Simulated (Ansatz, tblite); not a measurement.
**Al(H2O)H3 (AlH5O): removing an electron**

The task here is to estimate one member of a computed series from the others.

Computed with Ansatz 0.2.0, Gaussian basis. Level: as each input shows.

Levels to be run: charge +1 doublet, at the geometry of the singlet (PBE0-D4/def2-TZVP, PBE-D4/def2-TZVP, r2SCAN-D4/def2-TZVP, CCSD(T)/def2-TZVPP); the starting singlet's energies come from earlier runs.

### The geometry

The geometry is that of the singlet, from an earlier relaxation (PBE-D4/def2-TZVP).

7 atoms, charge 0, spin multiplicity 1.

Atoms are counted from 1 here; the program's logs count them from 0.

Bond lengths: Al1–O2 2.063 Å, Al1–H5 1.600 Å, Al1–H6 1.612 Å, Al1–H7 1.611 Å, O2–H3 0.975 Å, O2–H4 0.975 Å. Angles: O2–Al1–H5 102.6°, O2–Al1–H6 96.2°, O2–Al1–H7 94.3°, H5–Al1–H6 118.0°, H5–Al1–H7 119.0°, H6–Al1–H7 117.6°, Al1–O2–H3 108.1°, Al1–O2–H4 111.0°, H3–O2–H4 106.8°.

Set-up of the first run:

The input, in.yaml:

```yaml
crystal:
  periodic: [false, false, false]
  atoms:
    - {symbol: Al, position_ang: [0.117647, -0.077610, -0.886246]}
    - {symbol: O, position_ang: [0.174979, 0.000118, 1.174634]}
    - {symbol: H, position_ang: [-0.532014, -0.576350, 1.518853]}
    - {symbol: H, position_ang: [-0.015119, 0.900851, 1.494928]}
    - {symbol: H, position_ang: [1.659872, -0.258490, -1.272715]}
    - {symbol: H, position_ang: [-0.551213, 1.373369, -1.097758]}
    - {symbol: H, position_ang: [-0.854154, -1.361888, -0.931696]}
basis:
  gaussian: {orbitals: def2-TZVP}
total_charge: 1
magnetization: {spin_polarized: true, initial_magnetization: 1}
hamiltonian: {xc: pbe0, dispersion: d4}
output: {orbitals: {seedname: orbitals}}
```

Run with:

```
$ ansatz run in.yaml --threads 4 --pin off --events-out ev --progress --plain --max-ram 3916MiB
```

Steps of the session up to this table: Charge +1 doublet at the fixed geometry, PBE0-D4/def2-TZVP; Charge +1 doublet at the fixed geometry, PBE-D4/def2-TZVP; Charge +1 doublet at the fixed geometry, r2SCAN-D4/def2-TZVP; Charge +1 doublet at the fixed geometry, CCSD(T)/def2-TZVPP.

One table of the session follows, with a row left open; its other results are not shown here.

It belongs to the step «Vertical ionisation energy». 

| method | vertical ionisation energy (eV) |
| --- | --- |
| HF/def2-TZVPP | ? |
| PBE-D4/def2-TZVP | 9.77 |
| r2SCAN-D4/def2-TZVP | 9.89 |
| PBE0-D4/def2-TZVP | 10.05 |
| MP2/def2-TZVPP | 10.37 |
| CCSD/def2-TZVPP | 10.39 |
| CCSD(T)/def2-TZVPP | 10.37 |

**Question.** Estimate the row for HF/def2-TZVPP.

The run gave: vertical ionisation energy (eV): 9.65. In the column «vertical ionisation energy (eV)» it is the lowest.
